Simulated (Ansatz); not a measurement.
# Worked example: vertical ionisation energy of C6H12 (SMILES CC1CCCC1)

C6H12 has 18 atoms, charge 0, and is taken as a singlet. SMILES: `CC1CCCC1`. The coordinates come from a PBE0-D4/def2-TZVP relaxation. This is one conformer, not always the lowest.

Both states at this one shape; open shells run unrestricted unless said. 1 Eh = 27.2114 eV.

```
                            level  program  singlet C6H12 (Eh)  doublet [C6H12]+ (Eh)  HOMO of the first (eV)
  HF/6-31G* (spherical functions)   Ansatz         -234.197907            -233.815607                  -11.95
BLYP/6-31G* (spherical functions)   Ansatz         -235.697256            -235.336111                   -6.98
 PBE/6-31G* (spherical functions)   Ansatz         -235.520521            -235.155161                   -7.10
```

Task: Work out the vertical ionisation energy at each level.

Result: 
1. HF/6-31G* (spherical functions): -233.815607 − (-234.197907) = 0.382300 Eh = 10.40 eV; −ε(HOMO) = 11.95 eV.
2. BLYP/6-31G* (spherical functions): -235.336111 − (-235.697256) = 0.361145 Eh = 9.83 eV; −ε(HOMO) = 6.98 eV.
3. PBE/6-31G* (spherical functions): -235.155161 − (-235.520521) = 0.365360 Eh = 9.94 eV; −ε(HOMO) = 7.10 eV.

No measured value is set beside it here; the levels span 9.83 to 10.40 eV. In Hartree–Fock, −ε(HOMO) (Koopmans) exceeds the difference of totals by the orbital relaxation of the ion. In semi-local functionals −ε(HOMO) lies far under the ionisation energy, a result of self-interaction.
